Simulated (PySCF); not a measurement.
Spectrum to structure. The calculation used TDDFT CAM-B3LYP/def2-SVPD, vertical, gas phase, core orbitals frozen in the response in PySCF. Geometries: PBE0-D3(BJ)/def2-SVP, one conformer each.

```tsv
state	λ (nm)	f
S1	192.3	0.016
S2	179.6	0.480
S3	170.5	0.020
S4	167.8	0.023
S5	156.5	0.043
S6	152.2	0.012
S7	151.4	0.0076
S8	150.2	0.0037
S9	141.0	0.047
S10	140.4	0.0028
```

Question: Which structure fits? All have the formula C6H12.
A. `C=C[C@H](C)CC` (3-methyl-1-pentene)
B. `CCC=C(C)C` (2-methyl-2-pentene)
C. `CC/C=C/CC` (trans-3-hexene)

Answer: B. Its S1, at 6.45 eV, is the lowest among the candidates; the nearest of the others has S1 at 7.06 eV. S1 is HOMO→LUMO (87%). Löwdin shares by element: HOMO carbon 77% or more (atoms not listed hold the other 23%); LUMO carbon 43% or more (atoms not listed hold the other 57%). At the same level the other candidates give, for their lowest levels:
- `C=C[C@H](C)CC`: 168 nm (f 0.053); 168 nm (f 0.422); 162 nm (f 0.001); 156 nm (f 0.002); 153 nm (f 0.003); T1 4.39 eV; HOMO -8.74, LUMO 1.43 eV
- `CC/C=C/CC`: 176 nm (f 0.481); 176 nm (f 0.049); 172 nm (f 0.026); 163 nm (f 0.015); 155 nm (f 0.024); T1 4.32 eV; HOMO -8.28, LUMO 1.41 eV

Shape of the structure used: `[CH3:1][CH2:2][CH:3]=[C:4]([CH3:5])[CH3:6]`: C1–C2–C3–C4 -113°.
Triplets come from the Tamm–Dancoff approximation.
